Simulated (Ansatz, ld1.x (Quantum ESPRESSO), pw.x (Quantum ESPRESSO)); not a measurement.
**carbon (C): one change to the TM potential, in the atom and in the fcc crystal**

* Element: C
* Generator: ld1.x (Quantum ESPRESSO) 7.5
* Type: norm-conserving Troullier–Martins (Kleinman–Bylander form)
* Functional: LDA (PW92)
* Relativity: scalar-relativistic
* Frozen core: [He]
* Valence charge: 4
* Reference configuration: 2s2 2p2
* Partial waves: 2s (bound): rc 1.15 bohr; 2p (bound): rc 1.75 bohr; 3d channel at 0.5 Ry: rc 1.70 bohr
* Local potential: all-electron potential smoothed inside 1.45 bohr (lloc = -1)
* Core correction: none

Change: wave 2p (bound): rc 1.75 bohr becomes 2p (bound): rc 2.22 bohr.

Cutoffs, loose and tight: the cutoffs (Ry, on a coarse ladder) from which the occupation-weighted sum of valence levels, in a spherical-Bessel basis at the reference potential, stays within 10 and 1 mRy of its value at 400 Ry. They do not see the model core or the augmentation charge, which bear on the density cutoff. Test errors are all-electron minus pseudo excitation energies from the reference, over the configurations 2s2 2p1; 2s2 2p0; 2s1 2p0; 2s2 2p2.3; 2s1 2p2; 2s0 2p4; 2s1 2p3 (two spin-polarised tests are not counted in the largest error); variants that change the core or the reference have their own tests.

Crystal test: fcc C in pw.x 7.5, no spin, 18³ k-points, Fermi–Dirac smearing 0.01 Ry, cutoffs set for each file from its atomic test. The reference is all-electron LAPW (Ansatz 0.2.0) with the same functional, mesh and smearing; V0 and B0 come from Birch–Murnaghan fits to the pressures at five volumes. Errors are pseudo minus all-electron; Δ is the rms difference of the E(V) curves that follow from these fits, minima aligned, over ±6 % about the mean V0. Mesh and smearing are coarse, so the numbers serve the comparison and aren't converged zero-temperature values; the lattice is a test structure that the element need not adopt.

All-electron: a0 = 3.017 Å (V0 = 6.86 Å³/atom), B0 = 179.7 GPa.

Problem. Does the change bring the crystal closer to the all-electron result?

Solution. The mean pressure error goes from +0.53 to +1.82 GPa, so the change moves the solid further from the all-electron pressures. At 80 % of its cutoff the pressure of the base moves by -0.94 GPa.

| quantity | base | changed |
| --- | --- | --- |
| outcome (atom) | generated | generated |
| cutoff, loose (atom) | 40 Ry | 35 Ry |
| cutoff, tight (atom) | 90 Ry | 90 Ry |
| bound ghosts (atom) | none | none |
| largest test error (meV) (atom) | +518 | +956 |
| cutoffs in pw.x (Ry) | 110/440 | 110/440 |
| a0 (Å) | 3.020 | 3.027 |
| a0 error (%) | +0.10 | +0.35 |
| B0 error (%) | -0.9 | -3.4 |
| Δ (meV/atom) | 0.8 | 2.7 |
| mean pressure error (GPa) | +0.53 | +1.82 |

Changed file: The largest radius (2.22 bohr) exceeds half the bond length (2.03 bohr), so the spheres overlap, which is one possible source of error among others. The atomic cutoffs weigh occupied waves only.
